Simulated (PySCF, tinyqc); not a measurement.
CCSD on RHF in the sto-3g basis, frozen core, for CH2, spin multiplicity 1, step by step. The lowest restricted solution is unstable here: a spin-polarised one lies 0.0292 hartree lower (PySCF). One step of it, computed by the program tinyqc.

Problem. CCSD: starting amplitudes. t_ij^ab = <ij||ab> / (e_i + e_j - e_a - e_b), whose energy is MP2.

orbital energies (hartree): MO1 -11.006005, MO2 -0.828776, MO3 -0.510114, MO4 -0.306293, MO5 0.227777, MO6 0.661791, MO7 0.683833

Two-electron integrals over orbitals (pq|rs), unique and non-zero (hartree); the lowest 1 orbital is frozen and left out:
```
(22|22) 0.554159    (32|32) 0.142490    (33|22) 0.518878    (33|33) 0.526340
(42|22) 0.029936    (42|33) 0.022708    (42|42) 0.072766    (43|32) 0.021657
(43|43) 0.033571    (44|22) 0.492930    (44|33) 0.464693    (44|42) -0.083458
(44|44) 0.664816    (52|52) 0.088536    (53|53) 0.020147    (54|52) -0.041320
(54|54) 0.054137    (55|22) 0.543141    (55|33) 0.484814    (55|42) -0.045850
(55|44) 0.580841    (55|55) 0.672833    (62|22) 0.084815    (62|33) 0.031269
(62|42) -0.002536   (62|44) 0.073528    (62|55) 0.125838    (62|62) 0.097955
(63|32) -0.063858   (63|43) -0.028257   (63|63) 0.078828    (64|22) 0.030329
(64|33) 0.004231    (64|42) -0.014632   (64|44) 0.066788    (64|55) 0.051917
(64|62) 0.046303    (64|64) 0.035434    (65|52) 0.055305    (65|54) -0.014529
(65|65) 0.044106    (66|22) 0.545314    (66|33) 0.517765    (66|42) 0.054611
(66|44) 0.458221    (66|55) 0.508896    (66|62) 0.066929    (66|64) 0.019095
(66|66) 0.580407    (72|32) -0.004068   (72|43) -0.033764   (72|63) 0.047256
(72|72) 0.053744    (73|22) 0.047102    (73|33) 0.024690    (73|42) -0.061064
(73|44) 0.121563    (73|55) 0.123128    (73|62) 0.073724    (73|64) 0.045092
(73|66) 0.003618    (73|73) 0.120384    (74|32) -0.073751   (74|43) 0.009656
(74|63) 0.037502    (74|72) -0.008193   (74|74) 0.065635    (75|53) 0.018297
(75|75) 0.021817    (76|32) 0.109196    (76|43) 0.033965    (76|63) -0.072265
(76|72) -0.028547   (76|74) -0.052239   (76|76) 0.109279    (77|22) 0.518954
(77|33) 0.522417    (77|42) -0.009389   (77|44) 0.522872    (77|55) 0.524744
(77|62) 0.044302    (77|64) 0.015130    (77|66) 0.520119    (77|73) 0.060221
(77|77) 0.557572
```

Give: Starting amplitudes; correlation energy.

Solution.

Starting amplitudes (spin orbitals 1a, 1b, ...; amplitudes related by a flip of all spins are not repeated):
```
from      to         t
4a 4b  5a 5b    -0.051
3a 3b  7a 7b    -0.050
2a 2b  5a 5b    -0.042
3a 3b  6a 6b    -0.034
4a 4b  7a 7b    -0.033
2a 2b  6a 6b    -0.033
2a 3b  6a 7b    -0.027
2a 4b  5a 5b     0.026
3a 4b  6b 7a     0.021
2a 4b  6a 6b    -0.019
4a 4b  6a 6b    -0.018
2a 2b  7a 7b    -0.018
2a 3b  6b 7a     0.018
3a 4b  6a 7b    -0.017
3a 3b  5a 5b    -0.014
2a 3a  6a 7a    -0.010
3a 4a  6a 7a  3.51e-03
2a 4b  7a 7b  3.27e-03
```

correlation energy = -0.03586 hartree
